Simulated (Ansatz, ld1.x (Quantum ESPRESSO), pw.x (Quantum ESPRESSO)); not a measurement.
## Pt (fcc): variants of one RRKJ potential in the solid

- Element: Pt (Z = 78)
- Generator: ld1.x (Quantum ESPRESSO) 7.5
- Type: norm-conserving RRKJ (Kleinman–Bylander form)
- Functional: LDA (PW92)
- Relativity: scalar-relativistic
- Frozen core: [Xe] 4f14
- Valence charge: 10
- Reference configuration: 5d8 6s2 6p0
- Partial waves: 6p (bound, empty): rc 3.70 bohr; 5d (bound): rc 2.05 bohr; 6s (bound): rc 1.90 bohr
- Local potential: the s channel
- Core correction: none
- rho0: 0.005

Crystal test: fcc Pt in pw.x 7.5, no spin, 14³ k-points, Fermi–Dirac smearing 0.01 Ry, cutoffs set for each file from its atomic test. The reference is all-electron LAPW (Ansatz 0.2.0) with the same functional, mesh and smearing; V0 and B0 come from Birch–Murnaghan fits to the pressures at five volumes. Errors are pseudo minus all-electron; Δ is the rms difference of the E(V) curves that follow from these fits, minima aligned, over ±6 % about the mean V0. Mesh and smearing are coarse, so the numbers serve the comparison and aren't converged zero-temperature values; the lattice is a test structure that the element need not adopt.

All-electron: a0 = 3.896 Å (V0 = 14.79 Å³/atom), B0 = 304.3 GPa.

Base: The largest radius (3.70 bohr) exceeds half the bond length (2.60 bohr), so the spheres overlap, which is one possible source of error among others. This is a poor potential for the solid.

A dash in a converged row means that the minimum lies outside the volumes sampled.

```csv
change,cutoffs (Ry),pw.x,a0 (Å),a0 error (%),B0 error (%),Δ (meV/atom),mean pressure error (GPa)
base,55/220,converged,3.917,+0.53,-1.0,15.8,+5.11
wave 6p (bound): rc 3.70 bohr becomes 6p (bound): rc 2.54 bohr,55/220,converged,3.920,+0.62,-1.4,18.5,+5.98
wave 6p (bound): rc 3.70 bohr becomes 6p (bound): rc 3.46 bohr,55/220,converged,3.915,+0.49,-1.6,14.7,+4.70
wave 6p (bound): rc 3.70 bohr becomes 6p (bound): rc 4.16 bohr,55/220,converged,3.924,+0.70,-0.6,21.1,+6.90
wave 6p (bound): rc 3.70 bohr becomes 6p (bound): rc 4.50 bohr,55/220,converged,3.931,+0.89,-0.2,26.9,+8.95
```

(1) Give the row for: wave 6p (bound): rc 3.70 bohr becomes 6p (bound): rc 5.42 bohr.

Results:

(1) pw.x: converged; mean pressure error (GPa): +20.43.
